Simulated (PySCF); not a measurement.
Bonds (- single, = double, # triple, : aromatic): C1=P2, P2-C3, P2-C4, P2-C5. C1 carries H6, H7; C3 carries H8, H9, H10; C4 carries H11, H12, H13; C5 carries H14, H15, H16.

Geometry: PBE0-D3(BJ)/def2-SVP; GIAO shifts from PySCF, gas phase, non-relativistic, averaged over equivalent atoms.

At PBE0/cc-pVDZ (129 basis functions, 11 s wall time on 1 thread of an Arm Neoverse V1, shared host):
```csv
atoms,δ (ppm)
C3/C4/C5,19.7
C1,-7.6
P2,-22.5
H8/H9/H10/H11/H12/H13/H14/H15/H16,1.14
H6/H7,-0.74
```

References, each an isolated molecule treated in the same way: TMS for ¹³C (σref 196.75), ¹H (σref 31.29); ³¹P (σref 389.39) against H3PO4.

Task: Predict the values at PBE0/cc-pVTZ on the same geometry.

Result: 
| atoms | δ at PBE0/cc-pVTZ | change |
| --- | --- | --- |
| C3/C4/C5 | 20.5 | +0.8 |
| C1 | -8.5 | -0.9 |
| P2 | -41.0 | -18.5 |
| H8/H9/H10/H11/H12/H13/H14/H15/H16 | 1.21 | +0.07 |
| H6/H7 | -0.53 | +0.21 |

Shifts are taken against calculated references (same method and geometry level): TMS for ¹³C (187.29 ppm) and ¹H (31.29 ppm); ³¹P (319.75 ppm) against H3PO4.

The largest change is at P2 (phosphorus bonded to 4 C). Cost: 308 basis functions, 40 s wall time on 1 thread of an Arm Neoverse V1, shared host.

The carbons averaged at δ 19.7 differ by 9 ppm in this conformer. Experimental scales use liquid or dissolved standards, which lie at an offset from isolated H3PO4.
